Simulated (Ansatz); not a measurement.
A CCSD(T) single point on silanol.

```yaml
crystal:
  periodic: [false, false, false]
  atoms:
    - {symbol: O, position_ang: [0.636713, -1.030299, 0.418986]}
    - {symbol: Si, position_ang: [-0.035725, 0.346543, -0.187021]}
    - {symbol: H, position_ang: [0.069058, -1.629237, 0.904721]}
    - {symbol: H, position_ang: [-1.128311, 0.045684, -1.152772]}
    - {symbol: H, position_ang: [1.060521, 1.064945, -0.875574]}
    - {symbol: H, position_ang: [-0.602256, 1.202354, 0.891669]}
basis:
  gaussian: {orbitals: def2-TZVPP}
correlation: {method: ccsd_t}
output: {orbitals: {seedname: orbitals}}
```

```sh
$ ansatz run in.yaml --threads 2 --pin off --events-out ev --progress --plain
```

Output of Ansatz, abridged:

```
Functional definition: HF
746 factors; integrals over basis functions are off by at most 6.6e-4 eV
mean field evaluation 1: about -9962.7842 eV, gradient 3.4e1 eV
mean field evaluation 2: about -9962.7867 eV, gradient 3.4e1 eV
mean field evaluation 4: about -9965.0713 eV, gradient 2.4e0 eV
mean field evaluation 8: about -9965.0947 eV, gradient 7.8e-2 eV
mean field evaluation 16: about -9965.0912 eV, gradient 3.2e-1 eV
mean field -9965.09469769 eV, -366.2104755565 hartree, gradient 2.3e-6 eV, S^2 0.000000; 0 other end points of the search recorded, 0 dependent functions left out
6 core orbitals not correlated: weight in the atoms' cores, before any rotation towards them, 1.000 or more for the frozen orbitals, at most 0.000 for the correlated occupied ones
reference -9965.09469769 eV, -366.2104755565 hartree; 7, 7 occupied and 116, 116 virtual orbitals, 746 factors
second order -10.23314719 eV of doubles, -0.00000000 eV of singles
cycle   1  -10.56891848 eV  change   -3.4e-1 eV  update   6.9e-2
cycle   2  -10.85259402 eV  change   -2.8e-1 eV  update   2.1e-2
cycle   3  -10.90874201 eV  change   -5.6e-2 eV  update   9.5e-3
cycle   4  -10.90249923 eV  change    6.2e-3 eV  update   2.0e-3
cycle   5  -10.90273094 eV  change   -2.3e-4 eV  update   7.9e-4
cycle   6  -10.90285054 eV  change   -1.2e-4 eV  update   2.0e-4
cycle   7  -10.90275234 eV  change    9.8e-5 eV  update   7.1e-5
cycle   8  -10.90274969 eV  change    2.6e-6 eV  update   2.3e-5
cycle   9  -10.90275357 eV  change   -3.9e-6 eV  update   8.1e-6
perturbative correction -0.32821492 eV, -0.0120616758 hartree
Total energy: -9976.32566618 eV, -366.6232060358 hartree
```

Run time 5.5 s (2 threads of a server CPU on a shared host); peak host memory 0.59 GiB.

Correlation energy per correlated electron: -0.802 eV. T1 diagnostic: 0.0105.
